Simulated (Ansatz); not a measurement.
In₆S₇ (P2₁/m, No. 11), treated with LDA (plane waves, PAW; Ansatz, a quantum-chemistry and plane-wave program).

Numerical settings: plane-wave cutoff 520 eV, 4×10×2 k mesh (along the axes of the cell as run), Fermi–Dirac smearing 0.01 eV, scalar-relativistic PAW data made under PBE.

Cell (relaxed at this level):

In6S7 is taken in the monoclinic space group P2₁/m (No. 11), Pearson symbol mP26. Conventional cell: a = 8.953 Å, b = 3.838 Å, c = 16.830 Å, α = 90.00°, β = 101.52°, γ = 90.00°. S1 on 2e has 3 In at 2.524–2.622 Å and 2 In at 3.062 Å (square pyramidal). S2 on 2e has 1 In at 2.585 Å and 4 In at 2.717–2.762 Å (square pyramidal). S3 on 2e is surrounded by 4 In at 2.588–2.630 Å. S4 on 2e has 3 In at 2.526–2.600 Å and 2 In at 2.966 Å. In1 on 2e has 6 S at 2.585–2.630 Å (octahedral). In2 on 2e is surrounded by 6 S at 2.526–2.717 Å (octahedral). In3 on 2e has 3 S at 2.522–2.588 Å (trigonal pyramidal). In4 on 2e sees 4 S at 2.966 Å and 2 S at 3.229 Å (no clear gap to further neighbours). 5 further independent sites are not listed. (Neighbours: up to the widest gap in distance over summed covalent radii, below 1.35, at either atom; cation-cation and far metal-metal contacts left out.)

Task: What does this level give for the band gap and Γ–Γ gap?

Result: 
* **band gap**: 0.14 eV (on the SCF k mesh)
* **Γ–Γ gap**: 0.57 eV

Measured, for comparison: band gap 0.75 eV (temperature not stated, not corrected to a static lattice, from temperature-dependent dark current, crystal; as tabulated in Qasrawi and Gasanly (2006), doi:10.1088/0953-8984/18/19/014).

Note: the relaxation could not lower the start's symmetry, so the cell can be a saddle point above a distorted one.

Spin–orbit coupling is not included.

Static lattice: no zero-point or thermal effects.
